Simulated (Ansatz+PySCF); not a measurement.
The numbers below are computed, except where a source is named.
## Several solutions for singlet C2H2

```xyz
4

C     0.0000    0.0000   -0.6043
C     0.0000    0.0000    1.8128
H     0.0000    0.0000   -1.6792
H     0.0000    0.0000    2.8878
```

Basis set: cc-pVDZ (spherical functions). Charge 0, multiplicity 1.

ωB97X (unrestricted) was run from several starts with Ansatz (development build ahead of 0.2.0) and PySCF 2.14.0.

```tsv
run	program	start	converged	energy (hartree)	<S²>
A	Ansatz	stability test followed	yes	-76.91257	1.91
B	Ansatz	search for the lowest state	yes	-76.92033	2.55
C	PySCF	guess minao, instabilities followed	yes	-76.91257	1.91
D	Ansatz	atomic start, no search	yes	-76.83473	0.00
E	PySCF	program defaults	yes	-76.85440	1.00
```

(1) Which runs reached the lowest solution of this kind, and what is wrong with the others?

Answers

(1) B reached the lowest solution found. Converged but too high: A by 0.21 eV, C by 0.21 eV, D by 2.33 eV, E by 1.79 eV. Convergence only shows a stationary point, and even a stable one can lie too high; stability tests and further starts are what find lower ones. Caution: the unrestricted determinant is a mixture of spin states. Caution: the determinant breaks the point group.
